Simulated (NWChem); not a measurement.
Species: C2H4O2, triplet; SMILES of the neutral closed-shell parent C(=O)OC

```xyz
8

C     -0.3990    -1.4332    -0.1062
O      0.4963    -0.4563     0.3934
C      0.5287     0.7257    -0.2790
O     -0.4348     1.5386     0.1540
H     -0.1409    -1.7125    -1.1435
H     -0.3048    -2.3157     0.5403
H     -1.4416    -1.0763    -0.0801
H      0.6167     0.6908    -1.3849
```
Atoms are numbered in this order, from 1.

All runs: NWChem. Spin-unrestricted. The geometry was optimised at PBE0/def2-SVP, spin-unrestricted. This spin state was assumed; another may lie lower. No stability test was run on the SCF state.

Task: What does the run give for BHandHLYP/def2-SVP? Quantities: highest occupied level (eV); lowest empty minus highest occupied level, either spin (eV); dipole (D); <S²>.

Result: 
```json
{
  "highest occupied level (eV)": "-7.05",
  "lowest empty minus highest occupied level, either spin (eV)": "4.55",
  "dipole (D)": "2.40",
  "<S²>": "2.01"
}
```
